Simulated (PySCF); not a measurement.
Cartesian coordinates in Å; atom numbers follow the order of the lines, from 1:
```xyz
4

O    -0.860   -0.962   -0.007
C    -0.174   -0.001   -0.006
Cl    1.562   -0.072   -0.005
H    -0.517    1.040   -0.005
```

PySCF 2.14.0 with density-fitted response routines calculation with GIAO PBE0/pcSseg-1 shieldings and GFN2-xTB structure; one conformer, relativity neglected, isolated molecule.

δ = σ(ref) − σ, references computed at the same level: TMS for 13C, 1H; 17O against H2O; 35Cl against HCl.

```
atoms  nucleus  count  δ (ppm)
  Cl3     35Cl      1        ?
   H4       1H      1     9.35
   O1      17O      1        ?
   C2      13C      1    171.0
```

**Question.** Estimate the values marked ?.

**Answer.** 
- O1: 632.4 ppm, carbonyl oxygen
- Cl3: 489 ppm, chlorine bonded to C

Carbons that carry Cl, above all several Cl atoms, come out too deshielded, partly because spin–orbit coupling is missing. Shifts are as computed. Against solution values, carbons near 30 ppm lie about +3 ppm off and those near 130 ppm about +5 ppm; carbons on Cl a further +6 ppm. Of 1211 compounds with measured shifts, 218 miss one by over three times the rms of a fit or turn the order of signals round; such compounds aren't used in these exercises. Unscaled 17O shifts of doubly bonded oxygen tend to come out too high, by tens of ppm or more. Experimental scales use liquid or dissolved standards, which lie at an offset from isolated H2O (liquid H2O: subtract about 36 ppm).
